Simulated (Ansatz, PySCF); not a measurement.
Gas-phase enthalpy of formation at 298 K, by the atomisation route, of [SiH4] (SiH4) (SMILES; SiH4, silane). Structures are relaxed separately at B3LYP-D3(BJ)/def2-TZVP in Ansatz (a quantum-chemistry and plane-wave program). Valence correlation only, unless marked. Open shells are spin-unrestricted. Spin-orbit coupling is left out. No relativistic terms. CBS(X,Y): correlation extrapolated as X^-3; Hartree-Fock from the larger set. Thermal terms are rigid-rotor harmonic-oscillator values from B3LYP-D3(BJ) frequencies (PySCF) at 298.15 K and 1 atm. 1 Eh = 627.5095 kcal/mol.

| species | count | E, CCSD(T)/CBS(def2-TZVPPD,def2-QZVPPD) (Ansatz) (Eh) | E, PBE/def2-TZVPD (Ansatz) (Eh) | measured ΔHf at 0 K (kcal/mol) | H(298) - H(0) of the element (kcal/mol) |
|---|---|---|---|---|---|
| [SiH4] (SiH4) | 1 | -291.45830 | -291.72111 | - | - |
| H atom | 4 | -0.49998 | -0.49962 | 51.63 | 1.01 |
| Si atom | 1 | -288.94027 | -289.22297 | 106.60 | 0.76 |

Molecule: zero-point energy 19.57, H(298) - H(0) 2.51 kcal/mol. The route leaves out scalar relativity and anharmonic zero-point terms, the atoms' spin-orbit terms, and in the frozen-core level the core correlation. Atomic data: G2/97 table in ASE, which holds older values for B and Si.

**Question.** Work out De, D0 and ΔHf at 0 and 298 K at both levels, and their errors against the measured value.

**Answer.** 
The atoms' values sum to 313.12 (0 K) and 4.80 (thermal), in kcal/mol.
- CCSD(T)/CBS(def2-TZVPPD,def2-QZVPPD): De = 325.12; D0 = 325.12 - 19.57 = 305.55; ΔHf(0 K) = 313.12 - 305.55 = 7.57; ΔHf(298 K) = 7.57 + 2.51 - 4.80 = 5.28; error -2.9.
- PBE/def2-TZVPD: De = 313.54; D0 = 313.54 - 19.57 = 293.97; ΔHf(0 K) = 313.12 - 293.97 = 19.15; ΔHf(298 K) = 19.15 + 2.51 - 4.80 = 16.86; error +8.7.
Measured: 8.2 kcal/mol (G2/97 table in ASE (Curtiss et al.)). This is an older compilation, not checked against later work.
